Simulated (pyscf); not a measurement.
Optimised with ωB97X-D3(BJ)/def2-SVP in PySCF.

### Question
For O=Ru(=O)(=O)=O (SMILES [O]=[Ru](=[O])(=[O])=[O]) + H₂O (SMILES O) → O=Ru(=O)(=O)(OH)–OH (SMILES [O]=[Ru](=[O])(=[O])([OH])[OH]), an addition across a multiple bond or ene-type step (singlet surface; H–O broken, O–Ru, H–O formed), PBE/def2-TZVP gives ΔE‡ = 26.2 kcal/mol and ΔE = +19.5 kcal/mol (zero: the separated reactants). In which direction and how far do B3LYP-D3(BJ)/def2-TZVP, M06-2X/def2-TZVP, ωB97M-D3(BJ)/def2-TZVP move these?

### Answer
B3LYP-D3(BJ): ΔE‡ = 30.0 kcal/mol, ΔE = +20.8 kcal/mol; M06-2X: ΔE‡ = 32.4 kcal/mol, ΔE = +23.1 kcal/mol; ωB97M-D3(BJ): ΔE‡ = 32.7 kcal/mol, ΔE = +23.5 kcal/mol. PBE's barrier lies under all of them, by 3.8 to 6.5 kcal/mol. Its reaction energy lies under all of them, by 1.3 to 4.0 kcal/mol. Low barriers are usual for a GGA, whose delocalisation error favours stretched bonds. On the reactant side the descent ends in a complex (not fully relaxed), 4.7 kcal/mol under the separated species and 36.9 kcal/mol under the saddle at ωB97X-D3(BJ)/def2-TZVP. This is the saddle that the search found; another between the same sides may lie lower. 2 of the closed-shell references are unstable towards spin polarisation; treat their single-reference values with care. Elements past Kr carry the def2 core potentials, without spin-orbit coupling.
